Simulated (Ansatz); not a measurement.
Ansatz (a quantum-chemistry and plane-wave program) input (revPBE/def2-TZVPD):

Ansatz 0.2 input:
```yaml
crystal:
  periodic: [false, false, false]
  atoms:
    - {symbol: C, position_ang: [-0.04887922, 0.02816407, 0.01029449]}
    - {symbol: O, position_ang: [0.09072173, 1.27310310, -0.27738523]}
    - {symbol: O, position_ang: [-1.23147366, -0.37305957, 0.26682771]}
    - {symbol: H, position_ang: [-1.91131900, 0.32935391, 0.20573748]}
    - {symbol: C, position_ang: [1.05439472, -0.94695257, 0.03698835]}
    - {symbol: H, position_ang: [1.93332978, -0.51883307, 0.52200439]}
    - {symbol: H, position_ang: [0.74223535, -1.85924173, 0.53822897]}
    - {symbol: H, position_ang: [1.32196362, -1.18489202, -0.99951600]}
    - {symbol: H, position_ang: [1.00671254, 1.54599575, -0.46569164]}
basis:
  gaussian:
    orbitals: def2-TZVPD
hamiltonian:
  xc: {name: revPBE}
total_charge: 1
output: {forces: true}
```

Output:

```
Functional definition: revPBE
integrals: 0.09 GiB planned
971 factors; their error is unknown
mean field: 0.84 GiB planned
mean field evaluation 1: about -6225.8965 eV, gradient 1.0e2 eV
mean field evaluation 2: about -6200.6147 eV, gradient 1.5e2 eV
mean field evaluation 4: about -6242.9440 eV, gradient 1.2e1 eV
mean field evaluation 8: about -6243.2365 eV, gradient 8.1e-2 eV
mean field evaluation 16: about -6243.2069 eV, gradient 8.6e-5 eV
mean field -6243.20692419 eV, -229.4336226662 hartree, gradient 3.0e-5 eV, S^2 0.000000; 0 other end points of the search recorded, 0 dependent functions left out
the calculation of the forces begins
reference -6243.20697790 eV, -229.4336246403 hartree; 16, 16 occupied and 183, 183 virtual orbitals, 971 factors
Total energy: -6243.20697790 eV, -229.4336246403 hartree
Atom 0 at    -0.048879     0.028164     0.010294 Å, force     0.563862    -0.283402    -0.021945 eV/Å
Atom 1 at     0.090722     1.273103    -0.277385 Å, force    -0.307506     0.827683    -0.131811 eV/Å
Atom 2 at    -1.231474    -0.373060     0.266828 Å, force    -0.632905    -0.651196     0.236984 eV/Å
Atom 3 at    -1.911319     0.329354     0.205737 Å, force    -0.251752     0.295161    -0.030514 eV/Å
Atom 4 at     1.054395    -0.946953     0.036988 Å, force    -0.049950    -0.000487     0.035789 eV/Å
Atom 5 at     1.933330    -0.518833     0.522004 Å, force     0.256625     0.096455     0.120695 eV/Å
Atom 6 at     0.742235    -1.859242     0.538229 Å, force    -0.057308    -0.271502     0.129825 eV/Å
Atom 7 at     1.321964    -1.184892    -0.999516 Å, force     0.097375    -0.081115    -0.269799 eV/Å
Atom 8 at     1.006713     1.545996    -0.465692 Å, force     0.381559     0.068402    -0.069225 eV/Å
Dipole moment:     0.245341     0.182144    -0.092467 e Å
```

It need not be the lowest isomer of its formula.
